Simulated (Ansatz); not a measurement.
A made-up structure of AlH₂SO, doublet:

```xyz
5
angstrom
O 1.4192 0.7114 -0.4661
Al -0.5531 -0.1810 -0.2611
S -0.9905 -0.7140 1.3269
H -1.5755 -0.3645 -1.4394
H 1.6216 0.5937 0.4752
```

It is relaxed with PBE-D4/def2-SVP and then PBE0-D4/def2-TZVP (Ansatz 0.2.0). Atoms count as bonded within 1.22 times the sum of their covalent radii (H–H: 0.88 Å). The end point is not checked to be a true minimum.

**Question.** Does its bonding change? (Judge from chemistry; the calculation decides.)

**Answer.** By the calculation: No: no bond forms or breaks.

Where it ends: The first stage lowers the energy by 3.80 eV in 7 steps. It ends as AlH₂SO ([OH][AlH][S]):
```xyz
5
angstrom
O 1.1023 0.5748 -0.4418
Al -0.4286 -0.1226 -0.2895
S -1.1258 -0.8493 1.6485
H -1.3554 -0.2484 -1.5513
H 1.7291 0.6911 0.2696
```

Labels in which every atom is bracketed show which atoms are joined, not bond orders.

For scale, one of the runs: PBE0-D4/def2-TZVP relaxation, 117 basis functions, launched by `ansatz run in.yaml --threads 2 --pin off --events-out ev --progress --plain --max-ram 4352MiB`. The run took about 35 s on 2 CPU threads of an Arm Neoverse V2 (shared host).
